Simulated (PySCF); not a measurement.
P₂, SMILES P#P. Geometry: B3LYP-D3(BJ)/def2-TZVPD.

TDA-ωB97X/def2-TZVPD (PySCF 2.14.0) puts the lowest singlet excitations at 3.39, 3.74, 3.74, 4.40, 4.40, 6.96 eV and the lowest triplet (TDA) at 2.50 eV.

### Question
What are the lowest singlet roots from EOM-CCSD/aug-cc-pVDZ in PySCF? (An estimate is asked for; the answer gives what the named calculation found.)

### Answer
4.19, 4.42, 4.42, 4.66, 4.66, 6.88 eV; triplets 2.67, 3.48, 3.48 eV. S1 differs by 0.80 eV (second minus first; roots are paired by order, and the bases may differ).
